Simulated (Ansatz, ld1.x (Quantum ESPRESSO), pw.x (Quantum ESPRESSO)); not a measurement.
Equation-of-state test of one TM potential (Mg (Z = 12))

```
Element                 : magnesium
Generator               : ld1.x (Quantum ESPRESSO) 7.5
Type                    : norm-conserving Troullier–Martins (Kleinman–Bylander form)
Functional              : PBEsol
Relativity              : scalar-relativistic
Frozen core             : [Ne]
Valence charge          : 2
Reference configuration : 3s2 3p0
Partial waves           : 3p (bound, empty): rc 2.90 bohr; 3d channel at 0.15 Ry: rc 2.55 bohr; 3s (bound): rc 1.90 bohr
Local potential         : the s channel
Core correction         : a·sin(br)/r model core, default radius (core density twice the valence density)
```

Atomic tests: cutoffs needed: 6 Ry and 18 Ry (the cutoffs (Ry, on a coarse ladder) from which the occupation-weighted sum of valence levels, in a spherical-Bessel basis at the reference potential, stays within 10 and 1 mRy of its value at 400 Ry); ghost test: no extra level below or beside the all-electron valence levels (p, d, s, f tested) (spherical-Bessel basis up to 400 Ry, 20 bohr box); largest excitation error: +56 meV (all-electron minus pseudo) for 3s0 3p1, out of 5 test configurations.

Crystal test: fcc Mg in pw.x 7.5, no spin, 13³ k-points, Fermi–Dirac smearing 0.01 Ry, cutoffs 50/200 Ry. The reference is all-electron LAPW (Ansatz 0.2.0) with the same functional, mesh and smearing; V0 and B0 come from Birch–Murnaghan fits to the pressures at five volumes. Errors are pseudo minus all-electron; Δ is the rms difference of the E(V) curves that follow from these fits, minima aligned, over ±6 % about the mean V0. Mesh and smearing are coarse, so the numbers serve the comparison and aren't converged zero-temperature values; the lattice is a test structure that the element need not adopt.

All-electron: a0 = 4.495 Å (V0 = 22.71 Å³/atom), B0 = 36.4 GPa.

How far does the potential miss the all-electron equation of state?

mean pressure error (GPa): -1.12; a0 (Å): 4.448; a0 error (%): -1.04; B0 error (%): +3.3; Δ (meV/atom): 5.7. This is a poor potential for the solid.

| V (Å³/atom) | P all-electron (GPa) | P pseudo (GPa) |
| --- | --- | --- |
| 21.593 | 2.02 | 0.74 |
| 22.161 | 0.93 | -0.26 |
| 22.729 | -0.03 | -1.14 |
| 23.297 | -0.89 | -1.92 |
| 23.865 | -1.64 | -2.60 |

At the middle volume, how do free energy and pressure move when the wave cutoff is lowered (ecutrho kept at four times it)?

```tsv
cutoff (Ry)	shift of F (meV/atom)	shift of P (GPa)
22	+10.8	-0.02
30	+3.3	+0.02
40	+1.0	+0.01
```

Input at the middle volume:

```
&control
  calculation='scf', prefix='x', pseudo_dir='./', outdir='./tmp', tstress=.true., disk_io='low'
/
&system
  ibrav=0, nat=1, ntyp=1, ecutwfc=50, ecutrho=200, nbnd=8,
  occupations='smearing', smearing='fd', degauss=0.01
/
&electrons
  conv_thr=1e-09, mixing_beta=0.4, electron_maxstep=70
/
ATOMIC_SPECIES
Mg 1.0 Mg.UPF
CELL_PARAMETERS angstrom
  0.00000000 2.24827852 2.24827852
  2.24827852 0.00000000 2.24827852
  2.24827852 2.24827852 0.00000000
ATOMIC_POSITIONS crystal
Mg 0.0000 0.0000 0.0000
K_POINTS automatic
13 13 13 0 0 0
```

```bash
pw.x < Mg.scf.in > Mg.scf.out
```

Lines of the output:

```
Message from routine setup:
     using ibrav=0 with symmetry is DISCOURAGED, use correct ibrav instead
     lattice parameter (alat)  =       6.0085  a.u.
     unit-cell volume          =     153.3829 (a.u.)^3
     number of electrons       =         2.00
     number of Kohn-Sham states=            8
     kinetic-energy cutoff     =      50.0000  Ry
     charge density cutoff     =     200.0000  Ry
     scf convergence threshold =      1.0E-09
     Exchange-correlation= PBESOL
     number of k points=    84  Fermi-Dirac smearing, width (Ry)=  0.0100
     iteration #  1     ecut=    50.00 Ry     beta= 0.40
     total energy              =      -2.63415288 Ry
     estimated scf accuracy    <       0.00460013 Ry
     iteration #  2     ecut=    50.00 Ry     beta= 0.40
     total energy              =      -2.63358273 Ry
     estimated scf accuracy    <       0.00154755 Ry
     iteration #  3     ecut=    50.00 Ry     beta= 0.40
     total energy              =      -2.63361617 Ry
     estimated scf accuracy    <       0.00000130 Ry
     iteration #  4     ecut=    50.00 Ry     beta= 0.40
     c_bands:  1 eigenvalues not converged
     c_bands:  1 eigenvalues not converged
     c_bands:  1 eigenvalues not converged
     total energy              =      -2.63361665 Ry
     estimated scf accuracy    <       0.00000005 Ry
     iteration #  5     ecut=    50.00 Ry     beta= 0.40
     the Fermi energy is     3.5857 ev
!    total energy              =      -2.63361665 Ry
     estimated scf accuracy    <          2.5E-10 Ry
     smearing contrib. (-TS)   =      -0.00198307 Ry
     The total energy is F=E-TS. E is the sum of the following terms:
     one-electron contribution =       1.29317061 Ry
     hartree contribution      =       0.00519403 Ry
     xc contribution           =      -1.77172066 Ry
     ewald contribution        =      -2.15827756 Ry
     convergence has been achieved in   5 iterations
          total   stress  (Ry/bohr**3)                   (kbar)     P=      -11.42
```

The run at the middle volume (84 k-points, 5 iterations) took about 5.6 s on one core of a shared host (Neoverse-V2, 96 threads, 742 GiB, load 29).
